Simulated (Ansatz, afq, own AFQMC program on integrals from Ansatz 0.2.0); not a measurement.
## SiNH2, quartet: AFQMC among the cluster methods

```yaml
atoms:
  - { symbol: Si, position_ang: [0.0218, -0.1354, 0.8296] }
  - { symbol: N, position_ang: [-0.1111, 0.2056, -1.6213] }
  - { symbol: H, position_ang: [0.2780, 1.1513, 1.5464] }
  - { symbol: H, position_ang: [0.6592, -0.2363, -2.1319] }
```

Connectivity, by distances: SiH ··· NH.

Basis cc-pVDZ. Noble-gas cores (and the filled d shells of Ga–Kr and In–Xe) are frozen. Ansatz 0.2.0 and our own AFQMC program on the same integrals; the CISD trial comes from CCSD amplitudes, and released means the phaseless constraint is let go. Error bars are statistical, one sigma.

Determinant: UHF, the one that the program's search chose, which needn't be the lowest solution. The geometry is a point of a scan.

No full CI on the walks' own integrals is used here; CCSDT(Q) serves as the reference and is uncertain by about the last step of the cluster series.

Cautions: lower spins were not checked; unrestricted determinant spin contaminated (⟨S²⟩ 3.89 against 3.75); the ph-AFQMC/HF walk drifts between its halves (2.1 errors).

```
T1 diagnostic                               : 0.0313
weight of the determinant in the CISD state : 0.864
⟨S²⟩ of the determinant                     : 3.887
size of the correlated space                : 11 electrons in 36 orbitals
```

| level | correlation energy (eV) |
| --- | --- |
| MP2 | -4.7747 |
| CCSD | -5.9823 |
| CCSD(T) | -6.1292 |

Q: Estimate where AFQMC with the constraint released lies against CCSD(T) on the same integrals.

A: 6.2 ± 2.2 kJ/mol below CCSD(T).

Reference: CCSDT(Q), correlation energy -6.194 eV. The released energy is read at 2.40 1/Eh (meV from the phaseless value at times in 1/Eh: 4 ± 20 at 0.24, -6 ± 14 at 0.51, -29 ± 15 at 0.99, -15 ± 16 at 1.62, -38 ± 23 at 2.40).

```tsv
level	E − E(reference) (kJ/mol)	share of correlation (%)
CCSD(T)	6.3	98.95
CCSDT	1.2	99.80
ph-AFQMC/HF	15.7 ± 4.1	97.37
ph-AFQMC/CISD	3.8 ± 2.0	99.36
released AFQMC	0.1 ± 2.2	99.98
```

Released energies are given only where the last usable release times agree within the noise; a slower fall can still hide under it.
